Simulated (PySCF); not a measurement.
2-Propanamine: calculation and literature

Mapped SMILES: `[CH3:1][CH:2]([CH3:3])[NH2:4]`; H(Xn) means a hydrogen on atom n.

- geometry from GFN2-xTB
- NMR shieldings at PBE0/pcSseg-1/GIAO
- run in PySCF 2.14.0 with density-fitted response routines
- single conformer, in vacuum, fast rotation and ring inversion assumed for equivalent nuclei, non-relativistic

Reference values: measured (solution, not stated per compound (mostly CDCl3 or CCl4); Pretsch, Buehlmann, Badertscher, Structure Determination of Organic Compounds, 4th ed. (2009)).
```json
{"atoms": "C2", "quantity": "δ ¹³C", "reference": "43.0", "computed": "47.2", "computed, scaled": "43.9"}
{"atoms": "C1/C3", "quantity": "δ ¹³C", "reference": "26.5", "computed": "27.1", "computed, scaled": "24.3"}
{"atoms": "H(C2)", "quantity": "δ ¹H", "reference": "3.07", "computed": "3.41", "computed, scaled": "3.32"}
{"atoms": "H(C1)/H(C3)", "quantity": "δ ¹H", "reference": "1.03", "computed": "1.03", "computed, scaled": "1.08"}
```

Computed shifts are σ(ref) − σ with the named reference compound (TMS for H and C) calculated as an isolated molecule at the same level. The measured values may be among those fitted. Shieldings were converted by linear fits to measured shifts (mostly CDCl3, TMS scale, for H and C): ¹³C: δ = 180.61 − 0.978σ (rms 2.1 ppm, 210 shifts, 2.3 ppm with the 2 outliers that the fit left out); ¹H: δ = 30.01 − 0.943σ (rms 0.16 ppm, 131 shifts, 0.17 ppm with the 2 outliers that the fit left out). A few per cent of atoms miss by over 2 rms, more outside the fitted compound classes. H not on carbon is unscaled (vs computed TMS).

Question: How far are the unscaled ¹³C shifts from the references?

Answer: Mean signed difference +2.40 ppm, mean absolute 2.40 ppm over 2 comparisons; the largest is +4.2 ppm at C2 (sp3 CH bonded to N).

Question: How far are the unscaled ¹H shifts from the references?

Answer: Mean signed difference +0.17 ppm, mean absolute 0.17 ppm over 2 comparisons; the largest is +0.34 ppm at H(C2) (hydrogen on an sp3 CH bonded to N).
